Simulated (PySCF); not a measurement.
**CHFO (formyl fluoride): PBE0/def2-TZVPP**

Aim: the vertical singlet–triplet gap of CHFO (formyl fluoride) at PBE0/def2-TZVPP, from 2 runs. 

The calculation is run with PySCF 2.14.0.

2 further runs of the same task are left out: 2 set aside as unsound or not needed.

### 1 The system as given

CHFO has 4 atoms, charge 0, and is taken as a singlet. As SMILES, `O=CF`. Geometry: relaxed at GFN2-xTB.

Bond lengths: O1–C2 1.171 Å, C2–F3 1.341 Å, C2–H4 1.098 Å. Angles: O1–C2–F3 122.3°, O1–C2–H4 129.0°, F3–C2–H4 108.7°.

### 2 A single-point energy at PBE0/def2-TZVPP

The input, start.xyz:

```xyz
4

O     -0.889680     0.196020     0.829980
C     -0.049740     0.073340     0.022930
F      0.584370    -1.090860    -0.181350
H      0.355050     0.821510    -0.671560
```

The input, input.py:

```python
# formyl fluoride
from pyscf import gto, dft

mol = gto.Mole()
mol.atom = 'start.xyz'
mol.charge = 0
mol.verbose = 3
mol.max_memory = 1860
mol.basis = 'def2-tzvpp'
mol.spin = 0
mol.build()

ks = dft.RKS(mol)
ks.xc = 'pbe0'
ks.grids.level = 5
ks.conv_tol = 1e-10
ks.kernel()
if not ks.converged:
    ks = ks.newton().run(ks.mo_coeff, ks.mo_occ)

e_final = ks.e_tot
print('Final energy', e_final)
```

Run with:

```
$ OMP_NUM_THREADS=1 python input.py
```

Log:

```text
converged SCF energy = -213.64379624711
Final energy -213.64379624711
```

Run time: 13 s. Hardware: 1 thread of Arm Neoverse V1, shared host; peak memory 0.54 GiB.

### 3 The triplet at the same level

The input, job.py:

```python
from pyscf import gto, dft

mol = gto.Mole()
mol.atom = '''
O     -1.681252     0.370424     1.568435
C     -0.093995     0.138593     0.043331
F      1.104299    -2.061427    -0.342702
H      0.670947     1.552429    -1.269064
'''
mol.spin = 2
mol.max_memory = 1860
mol.unit = 'bohr'
mol.verbose = 3
mol.basis = 'def2-tzvpp'
mol.build()

calc0 = dft.UKS(mol)
calc0.xc = 'pbe0'
calc0.grids.level = 5
calc0.conv_tol = 1e-10
calc0.kernel()
if not calc0.converged:
    calc0 = calc0.newton().run(calc0.mo_coeff, calc0.mo_occ)

etot = calc0.e_tot
print('E(%s) = %.9f' % ('PBE0', etot))
```

Run with:

```
$ OMP_NUM_THREADS=1 python job.py
```

Log:

```text
WARN: HOMO -0.0704846853634145 >= LUMO -0.395452291075397

WARN: HOMO -0.137774548294157 >= LUMO -0.189793442301795

WARN: HOMO -0.148493306731538 >= LUMO -0.24926387716436

WARN: HOMO -0.14946707725823 >= LUMO -0.231490669979827

WARN: HOMO -0.150180735305355 >= LUMO -0.230626538789057

WARN: HOMO -0.149604718032609 >= LUMO -0.227421665717596

WARN: HOMO -0.150592585583887 >= LUMO -0.227920741647797

WARN: HOMO -0.150071030751089 >= LUMO -0.227486528563471

WARN: HOMO -0.150236584809871 >= LUMO -0.227635352703007

WARN: HOMO -0.15020728033851 >= LUMO -0.227608190162865

WARN: HOMO -0.150211481829722 >= LUMO -0.227609709192006

WARN: HOMO -0.150209601619689 >= LUMO -0.227609191660349

WARN: HOMO -0.150209616160279 >= LUMO -0.227610041062054

WARN: HOMO -0.150209591673544 >= LUMO -0.227609306850191

converged SCF energy = -213.447355946997  <S^2> = 2.0066525  2S+1 = 3.0044318
E(PBE0) = -213.447355947
```

Wall time 28 s (1 thread of Arm Neoverse V1, shared host); peak memory 0.55 GiB.

### 4 Outcome

At PBE0/def2-TZVPP:

| quantity | value |
| --- | --- |
| singlet: total energy | -213.64380 Eh |
| singlet: dipole moment | 2.09 D |
| singlet: HOMO energy | -9.56 eV |
| singlet: LUMO energy | -0.89 eV |
| singlet: HOMO–LUMO gap | 8.67 eV |
| triplet: total energy | -213.44736 Eh |
| triplet: dipole moment | 1.18 D |
| triplet: HOMO energy (highest over α and β) | -4.09 eV |
| triplet: ⟨S²⟩ | 2.007 |
| vertical energy of the triplet above the singlet | 5.345 eV |

At this shape the triplet lies 5.35 eV (516 kJ/mol) above the singlet. Mulliken charges (singlet) run from -0.21 on O1 to +0.27 on C2; they depend strongly on the basis. Mulliken charges (triplet) run from -0.16 on F3 to +0.14 on H4; they depend strongly on the basis.
